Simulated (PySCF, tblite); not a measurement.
Species: C5H7O (charge +1).
Atom-mapped SMILES: `[CH3:1]/[CH:2]=[CH:3]/[CH2:4][C:5]#[O+:6]` (hydrogens: H7, H8, H9 on C1; H10 on C2; H11 on C3; H12, H13 on C4)
Bond orders are those of one Lewis drawing.

Computed with GFN2-xTB (tblite), gas phase: Langevin dynamics at 200 K from the optimised GFN2-xTB geometry, time step 0.5 fs, friction 0.01 fs⁻¹, 2000 steps. Over the second half of the run the saved frames average 208 K.

Frame at 250 fs, instantaneous temperature 189 K:
```
atom  x, y, z in Å
C1     -2.409    0.451    0.097
C2     -1.057   -0.063   -0.061
C3     -0.098    0.063    0.862
C4      1.252   -0.755    0.673
C5      1.946    0.166   -0.118
O6      2.466    1.010   -0.668
H7     -2.633    1.041   -0.772
H8     -3.190   -0.343    0.254
H9     -2.451    1.028    1.030
H10    -0.847   -0.552   -0.986
H11    -0.306    0.434    1.870
H12     1.714   -0.982    1.654
H13     1.050   -1.725    0.156
```

Frame at 425 fs, instantaneous temperature 128 K:
```
atom  x, y, z in Å
C1     -2.499    0.337    0.170
C2     -1.232   -0.362    0.124
C3     -0.250   -0.161    1.021
C4      1.043   -0.970    1.109
C5      1.595    0.097    0.420
O6      2.005    1.052    0.014
H7     -2.721    0.828   -0.771
H8     -3.305   -0.397    0.308
H9     -2.550    1.163    0.882
H10    -1.154   -1.098   -0.629
H11    -0.425    0.522    1.874
H12     1.532   -0.976    2.145
H13     1.101   -1.953    0.623
```

Frame at 625 fs, instantaneous temperature 197 K:
```
atom  x, y, z in Å
C1     -2.558   -0.354    0.495
C2     -1.139   -0.554    0.125
C3     -0.254   -0.418    1.117
C4      1.277   -0.696    0.920
C5      1.605    0.457    0.214
O6      1.770    1.437   -0.333
H7     -3.086   -0.001   -0.424
H8     -3.021   -1.318    0.763
H9     -2.739    0.260    1.398
H10    -0.929   -0.966   -0.871
H11    -0.606   -0.017    2.048
H12     1.758   -0.700    1.875
H13     1.609   -1.678    0.434
```

Frame at 800 fs, instantaneous temperature 169 K:
```
atom  x, y, z in Å
C1     -2.608   -0.779    0.269
C2     -1.075   -0.717    0.289
C3     -0.229    0.088    0.925
C4      1.255   -0.108    1.050
C5      1.464    0.699   -0.044
O6      1.480    1.451   -0.871
H7     -3.001   -0.662   -0.741
H8     -2.876   -1.788    0.624
H9     -3.094   -0.021    0.858
H10    -0.664   -1.542   -0.401
H11    -0.559    0.925    1.522
H12     1.704    0.233    1.963
H13     1.728   -1.087    0.940
```

Frame at 1000 fs, instantaneous temperature 184 K:
```
atom  x, y, z in Å
C1     -2.641   -0.764    0.343
C2     -1.163   -0.923    0.507
C3     -0.355   -0.163    1.291
C4      1.190   -0.240    1.161
C5      1.074    0.391   -0.073
O6      1.152    0.810   -1.109
H7     -2.890   -0.608   -0.690
H8     -3.082   -1.772    0.574
H9     -3.069   -0.048    1.057
H10    -0.655   -1.761    0.054
H11    -0.841    0.652    1.834
H12     1.732    0.302    1.954
H13     1.509   -1.282    1.076
```

Question: What do single points at PBE0/pcSseg-1 (PySCF, gas phase) give on these frames?

Answer: 
| t (fs) | GFN2-xTB E above start (eV) | DFT E above lowest frame (eV) | HOMO (eV) | LUMO (eV) |
| --- | --- | --- | --- | --- |
| 250 | 0.28 | 0.00 | -12.72 | -7.72 |
| 425 | 0.23 | 0.15 | -12.92 | -7.30 |
| 625 | 0.32 | 0.06 | -12.67 | -7.61 |
| 800 | 0.35 | 0.19 | -13.01 | -7.42 |
| 1000 | 0.37 | 0.17 | -12.98 | -7.56 |

The two levels order the frames differently by energy; measured from each level's lowest frame they differ by 0.15 eV at most. The HOMO–LUMO gap runs from 5.00 to 5.62 eV. These are instantaneous structures, not minima.

Question: And the isotropic GIAO shieldings (ppm) from the same runs?

Answer: 
```
atom  250 fs  425 fs  625 fs  800 fs  1000 fs   mean  range
  C1   161.0   159.1   155.9   156.0    157.0  157.8    5.1
  C2     5.9    -1.2     3.2    -2.6     -8.1   -0.6   14.0
  C3    78.6    86.4    78.8    89.0     80.9   82.7   10.4
  C4   166.1   166.8   170.1   172.7    168.9  168.9    6.6
  C5    18.9    25.0    18.5    23.0     25.1   22.1    6.6
  O6   -52.2   -70.5   -51.5   -58.9    -74.6  -61.5   23.1
  H7    29.3    28.9    28.1    28.7     29.0   28.8    1.2
  H8    28.0    28.5    28.5    28.5     27.9   28.3    0.6
  H9    28.8    28.8    28.3    29.1     28.3   28.7    0.8
 H10    24.3    23.8    23.3    22.9     23.8   23.6    1.4
 H11    25.5    25.6    25.6    26.3     25.6   25.7    0.8
 H12    26.4    25.7    27.6    27.3     26.6   26.7    1.9
 H13    26.2    26.6    25.5    27.1     26.5   26.4    1.6
```

What follows is the cost of the whole dynamics run. On one thread, Arm Neoverse V1 (aarch64) (shared host), this took 7.5 s and 0.18 GiB of memory at its peak.
